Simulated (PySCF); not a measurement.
This PySCF input asks for the NMR shieldings of `[C@H](C)(F)[S+](C)C`, [C$_{4}$H$_{10}$FS]+; the geometry comes from GFN2-xTB.

```python
import basis_set_exchange as bse
import numpy as np
from pyscf import gto, dft
from pyscf.prop import nmr

atoms = """
C     2.166034   -0.347021    0.141279
C     0.995625    0.358540   -0.489636
F     0.492381   -0.324105   -1.544415
S    -0.431619    0.551726    0.730877
C    -1.658582    1.275136   -0.382666
C    -1.032936   -1.152073    0.795945
H     2.988021   -0.373829   -0.572983
H     1.917941   -1.373167    0.401128
H     2.497811    0.186839    1.027104
H     1.231429    1.374511   -0.824481
H    -2.623625    1.248346    0.116047
H    -1.383750    2.310277   -0.567429
H    -1.698744    0.719193   -1.315898
H    -0.375218   -1.726813    1.442023
H    -1.064615   -1.583898   -0.201193
H    -2.027753   -1.134717    1.232887
"""
names = dict.fromkeys(["C", "F", "S", "H"], "pcSseg-1")
basis = {el: gto.basis.parse(bse.get_basis(n, elements=[el], fmt="nwchem")) for el, n in names.items()}
mol = gto.M(atom=atoms, basis=basis, charge=1, verbose=0)
mf = dft.RKS(mol, xc="PBE0")
mf.grids.level = 2
mf.grids.alignment = dft.numint.BLKSIZE   # the property module wants whole blocks of grid points
mf.conv_tol = 1e-9
mf.kernel()

calc = nmr.RKS(mf)   # GIAO
C = mf.mo_coeff
Co = C[:, mf.mo_occ > 0]
resp = mf.gen_response(singlet=True, hermi=2)
def vind(x):   # induced exchange potential for any number of trial vectors
    d = np.einsum("pi,xij,qj->xpq", C, 2 * x.reshape(-1, C.shape[1], Co.shape[1]), Co, optimize=True)
    return np.einsum("xpq,pi,qj->xij", resp(d - d.transpose(0, 2, 1)), C, Co, optimize=True).ravel()
mo1, _ = nmr.rhf.solve_mo1(calc, with_cphf=vind)
sigma = calc.kernel(mo1)
for i, s in enumerate(sigma):   # ppm
    w = np.linalg.eigvalsh((s + s.T) / 2)
    print("%2d %-2s iso %8.1f  s11 %8.1f  s22 %8.1f  s33 %8.1f" % (i, mol.atom_pure_symbol(i), w.mean(), *w))
```

**Question.** What does it print?

**Answer.** 
```
 0 C  iso    166.8  s11    148.0  s22    164.0  s33    188.3
 1 C  iso     78.4  s11     50.7  s22     81.2  s33    103.3
 2 F  iso    354.5  s11    299.1  s22    356.6  s33    407.7
 3 S  iso    401.0  s11    334.0  s22    347.1  s33    522.0
 4 C  iso    159.1  s11    137.7  s22    148.7  s33    191.0
 5 C  iso    164.2  s11    144.3  s22    156.0  s33    192.2
 6 H  iso     28.8  s11     24.3  s22     25.7  s33     36.5
 7 H  iso     29.7  s11     25.0  s22     29.4  s33     34.5
 8 H  iso     30.0  s11     25.3  s22     27.7  s33     37.0
 9 H  iso     25.6  s11     23.4  s22     24.3  s33     29.1
10 H  iso     28.8  s11     23.7  s22     25.8  s33     36.9
11 H  iso     28.7  s11     23.7  s22     25.2  s33     37.3
12 H  iso     28.5  s11     23.3  s22     27.9  s33     34.3
13 H  iso     28.8  s11     23.4  s22     26.0  s33     37.0
14 H  iso     28.6  s11     23.6  s22     27.8  s33     34.4
15 H  iso     28.9  s11     23.8  s22     26.0  s33     36.9
```

These numbers come from an equivalent density-fitted implementation of the same equations, which agrees with the script to about 0.01 ppm for H and up to a few tenths of a ppm for heavy atoms, so last digits may differ.

**Question.** Turn these shieldings into chemical shifts. Scale: 13C (186.93 ppm), 1H (31.72 ppm) vs TMS; 19F (170.95 ppm) against CFCl3; 33S (503.73 ppm) against CS2 (reference shieldings calculated alike).

**Answer.** Averaging equivalent atoms: C 1: 108.5; C 4: 27.8; C 5: 22.8; C 0: 20.1; F 2: -183.5; S 3: 103; H 9: 6.11; H 10/11/12: 3.03; H 13/14/15: 2.94; H 6/7/8: 2.22 ppm. Unscaled 19F shifts against computed CFCl3 carry errors that often reach 10 to 50 ppm.

Size and cost of the density-fitted run: 159 basis functions, 37 s wall time on 1 thread of an Arm Neoverse N1, shared host; peak memory 0.73 GiB.
